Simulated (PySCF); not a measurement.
B3LYP has the VWN-RPA correlation part, as in Gaussian. 

# CH$_{3}$O, SMILES `[CH2]O` (H–C–O–H torsion 176°) (charge 0, multiplicity 2)

Method: PySCF with B3LYP-D3(BJ)/def2-TZVP // PBE0-D4/def2-TZVP.

| Property | Result |
|---|---|
| highest occupied spin orbital | -4.90 eV |
| dipole moment | 1.54 D |
| total energy | -115.1162 Ha |
| cost | very roughly 20 core-seconds |

```xyz
5

C     -0.4353    -0.0453    -0.1115
O      0.8453    -0.4468     0.0853
H     -1.1694    -0.8118     0.0886
H     -0.6797     1.0067    -0.0210
H      1.4391     0.2972    -0.0414
```
Charge 0, spin multiplicity 2.
